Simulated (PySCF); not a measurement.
Isomers of [C3H7O]- (charge -1), one GFN2-xTB conformer each. Single-point energies are computed at PBE0/pcSseg-1 (PySCF, gas phase, no added dispersion term), electronic only.

```
   SMILES  GFN2-xTB relative energy (kJ/mol)
CC(C)[O-]                                0.0
  CCC[O-]                                8.0
```

Conformers: `[CH3:1][CH2:2][CH2:3][O-:4]` (charge -1) with C1–C2–C3–O4 180°.

Task: What does PBE0/pcSseg-1 give for the same structures?

Result: 
```csv
SMILES,PBE0/pcSseg-1 E (Eh),PBE0/pcSseg-1 (kJ/mol),GFN2-xTB (kJ/mol),point group
CC(C)[O-],-193.48250,0.0,0.0,Cs
CCC[O-],-193.47421,21.8,8.0,Cs
```

Both levels put the same isomer lowest.

---

Isomers of C4H6O, one GFN2-xTB conformer each. Single-point energies are computed at PBE0/pcSseg-1 (PySCF, gas phase, no added dispersion term), electronic only.

Problem. Rank them by PBE0/pcSseg-1 energy, lowest first (kJ/mol).
A. cyclobutanone, `O=C1CCC1`
B. `[CH:1]#[C:2][O:3][CH2:4][CH3:5]` with C2–O3–C4–C5 67°

Solution. A (0.0), B (193.9).

As drawn, the lower has a four-membered ring and a C=O bond, which the higher lacks; the higher has a C≡C bond, which the lower lacks. GFN2-xTB itself gives, in the same order: 0.0, 137.2. Both levels put the same isomer lowest.

Problem. Which frontier levels, dipoles and rotational constants go with these structures?

Solution. 
```
  SMILES  HOMO (eV, PBE0/pcSseg-1)  LUMO (eV)  dipole (D)      A, B, C (MHz)
O=C1CCC1                     -7.18      -0.63        2.93  11146, 4862, 3614
  C#COCC                     -7.05       1.35        2.13  11877, 3450, 2902
```
